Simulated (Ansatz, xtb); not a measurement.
**A geometry optimisation of CH6OSi+ with r2SCAN-D4/def2-SVP**

The starting geometry of this gas-phase doublet has its atoms placed at random.

```xyz
9

C    -0.3081    0.2084    1.6751
O    -1.2184    1.6090    1.0115
Si    1.4125   -1.1909    0.1941
H    -0.0887   -0.1211    0.5013
H    -0.2113   -1.1454    0.6024
H     1.7261    0.3200    0.0430
H     0.7169    1.0562    0.8872
H     1.1579   -1.1381   -1.3797
H    -0.7285   -1.0236    1.8958
```

Task: Guess where an optimisation with r2SCAN-D4/def2-SVP ends from this start.

Result: It ends as a structure with H4 bridging C1 and Si3, given below by its coordinates. Distances that change by over a tenth: C1–H9 (1.32 → 1.12 Å), Si3–H5 (1.67 → 1.48 Å). Contacts that close: C1–O2 (1.80 → 1.27 Å), C1–H7 (1.55 → 1.12 Å), Si3–H4 (1.87 → 1.68 Å).

The energy falls by 10.91 eV over 44 steps:

| step | E − E(last) (eV) |
| --- | --- |
| 1 | 10.907 |
| 6 | 2.113 |
| 11 | 0.290 |
| 15 | 0.025 |
| 20 | 0.003 |
| 25 | 0.002 |
| 30 | 0.001 |
| 34 | 0.001 |
| 39 | 0.000 |
| 44 | 0.000 |

Final geometry (Å):

```yaml
atoms:
  - { symbol: C, position_ang: [-0.5745, 0.6857, 1.3974] }
  - { symbol: O, position_ang: [-1.7318, 0.6007, 0.8875] }
  - { symbol: Si, position_ang: [1.1730, -1.0554, -0.2408] }
  - { symbol: H, position_ang: [0.3256, -0.0328, 0.7843] }
  - { symbol: H, position_ang: [0.4258, -2.3039, 0.0298] }
  - { symbol: H, position_ang: [2.5281, -0.9212, 0.3405] }
  - { symbol: H, position_ang: [-0.1006, 1.6942, 1.3206] }
  - { symbol: H, position_ang: [0.8971, -0.3600, -1.5178] }
  - { symbol: H, position_ang: [-0.4844, 0.2672, 2.4292] }
```

From the same start GFN2-xTB ends elsewhere, differing in O2–Si3 (1.60 against 3.53 Å here), Si3–H4 (3.18 against 1.68 Å here).

From so rough a start the end depends on the optimiser's path, so another program may land elsewhere. No frequencies were run, so the end isn't proven a minimum. Open shells are spin-unrestricted. Run with Ansatz 0.2.0, 2.3 min on 1 thread of Intel(R) Xeon(R) 6975P-C (Granite Rapids), with other jobs on the host.
